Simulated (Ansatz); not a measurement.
A made-up structure of CH4AlSi, doublet:

```
7
angstrom
C 0.8458 -0.3132 -1.1671
Al -0.8521 -0.3870 -0.4147
Si -0.0506 0.3208 1.0247
H -2.2198 -0.0056 -0.9573
H 1.5028 -0.4237 -1.9915
H -0.5262 1.5481 1.7265
H 0.5898 -0.5769 2.0278
```

It is relaxed with PBE-D4/def2-SVP and then PBE0-D4/def2-TZVP (Ansatz 0.2.0). Atoms count as bonded within 1.22 times the sum of their covalent radii (H–H: 0.88 Å). The end point is not checked to be a true minimum.

Task: Does its bonding change? (A judgement: the text doesn't fix the answer.)

Result: Computed: Yes. Formed: C1–Si3; broken: none.

Where it ends: The first stage lowers the energy by 5.38 eV in 12 steps. It ends as CH₄AlSi ([CH]1[AlH][SiH2]1):
| atom | x (Å) | y (Å) | z (Å) |
| --- | --- | --- | --- |
| C1 | 0.5411 | 0.0830 | -0.7592 |
| Al2 | -1.3030 | -0.1426 | -0.8035 |
| Si3 | 0.3047 | 0.2013 | 1.0144 |
| H4 | -2.6429 | -0.4471 | -1.5795 |
| H5 | 1.3488 | -0.4401 | -1.2658 |
| H6 | -0.0140 | 1.5219 | 1.6290 |
| H7 | 1.0551 | -0.6139 | 2.0131 |

Labels in which every atom is bracketed show which atoms are joined, not bond orders.

For scale, one of the runs: PBE0-D4/def2-TZVP relaxation, 129 basis functions, launched by `ansatz run in.yaml --threads 2 --pin off --events-out ev --progress --plain --max-ram 4352MiB`. Hardware: 2 CPU threads of an Arm Neoverse V2, shared host. Wall time about 26 s.
